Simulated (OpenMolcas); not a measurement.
**AlO (oxoaluminum): methods side by side**

AlO: 2 atoms, total charge 0, spin state doublet. SMILES: `[O]=[Al]`. The shape comes from GFN2-xTB, which is rough for such elements, and wasn't checked as a minimum.

```xyz
2

O     0.0000    0.0000    0.0000
Al    0.0000    0.0000    1.5700
```

Each level gives the energy change with the O1–Al2 bond stretched from 1.570 to 2.748 Å (eV). The values are calculated.

```json
{"level": "ROHF/STO-3G", "kind": "Hartree–Fock", "program": "OpenMolcas", "value (eV)": "4.02", "less FCI/STO-3G": "0.00", "CPU time (all runs)": "4.8 s"}
{"level": "USVWN5/STO-3G", "kind": "LDA", "program": "OpenMolcas", "value (eV)": "4.81", "less FCI/STO-3G": "+0.79", "CPU time (all runs)": "7.9 s"}
{"level": "UPBE/STO-3G", "kind": "GGA", "program": "OpenMolcas", "value (eV)": "4.24", "less FCI/STO-3G": "+0.22", "CPU time (all runs)": "8.1 s"}
{"level": "U-r2SCAN/STO-3G", "kind": "meta-GGA", "program": "OpenMolcas", "value (eV)": "4.24", "less FCI/STO-3G": "+0.22", "CPU time (all runs)": "16 s"}
{"level": "UM06-2X/STO-3G", "kind": "hybrid meta-GGA", "program": "OpenMolcas", "value (eV)": "4.08", "less FCI/STO-3G": "+0.06", "CPU time (all runs)": "21 s"}
{"level": "UPBE0/STO-3G", "kind": "global hybrid", "program": "OpenMolcas", "value (eV)": "4.11", "less FCI/STO-3G": "+0.09", "CPU time (all runs)": "11 s"}
{"level": "CASPT2(3,3)/STO-3G", "kind": "multireference", "program": "OpenMolcas", "value (eV)": "3.21", "less FCI/STO-3G": "-0.81", "CPU time (all runs)": "3.5 s"}
{"level": "ROCCSD(T)/STO-3G", "kind": "coupled cluster or CI", "program": "OpenMolcas", "value (eV)": "3.96", "less FCI/STO-3G": "-0.06", "CPU time (all runs)": "5.5 s"}
{"level": "FCI/STO-3G", "kind": "exact in the basis", "program": "OpenMolcas", "value (eV)": "4.02", "less FCI/STO-3G": "0.00", "CPU time (all runs)": "4.1 s"}
```

FCI/STO-3G is exact within its basis and frozen core, so for wave-function methods in that basis the difference is their error; functionals converge differently with the basis, so for them it is only a difference. The first shape isn't each level's own minimum. The values span 3.21 to 4.81 eV. Spin contamination of the reference (⟨S²⟩ at least 0.1 too high) touches USVWN5/STO-3G, UPBE/STO-3G, U-r2SCAN/STO-3G, UM06-2X/STO-3G, UPBE0/STO-3G. All rows use very small basis sets, so even the best lies far from the true value. CPU times are rough (shared hosts, several kinds of processor): they show what a rung costs within a factor of a few.
